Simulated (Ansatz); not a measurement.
Calculated with Ansatz (gas phase, PBE0-D4/def2-TZVP geometries, no zero-point term in ΔE). CCSD(T)/CBS adds triple-zeta CCSD(T) − MP2 to the extrapolated MP2 energy (def2 sets, frozen cores). This one scheme is used for every species. Functionals use def2-TZVPP. Open shells (•) are unrestricted, without spin–orbit coupling. For Mg outer-core shells are correlated without core-valence functions, which leaves a few kJ/mol of doubt a bond.

Reaction (homolysis of the Mg–O bond): `[OH][MgH]` → `[MgH]`• + `[OH]`•

Question: What is ΔE at CCSD(T)/CBS? (Estimate.)

Answer: Ansatz gave: +495.3 kJ/mol.

Question: What do these levels give: PBE-D4, BLYP-D4, r2SCANh-D4, CAM-B3LYP, LC-ωPBE, SCS-MP2/def2-TZVPP? (Estimate.)

Answer: Ansatz gave: PBE-D4 461.1, BLYP-D4 456.6, r2SCANh-D4 449.8, CAM-B3LYP 467.2, LC-ωPBE 465.9, SCS-MP2/def2-TZVPP 479.8 kJ/mol.

Largest T1 diagnostic among the species: 0.012.

In def2-TZVPP, CCSD(T) changes the Hartree–Fock value by +142.6 kJ/mol (the triples alone add +8.8 kJ/mol) and MP2 by +173.0 kJ/mol; breaking electron pairs costs correlation energy, which Hartree–Fock lacks. Leaving LDA and LC-ωPBE aside and taking each functional with its dispersion term where it has one, the values, not all of them listed here, spread over 41.8 kJ/mol, from BHLYP-D4 to ωB97M-V. LDA lies +68.1 kJ/mol from PBE without D4, its usual overbinding.
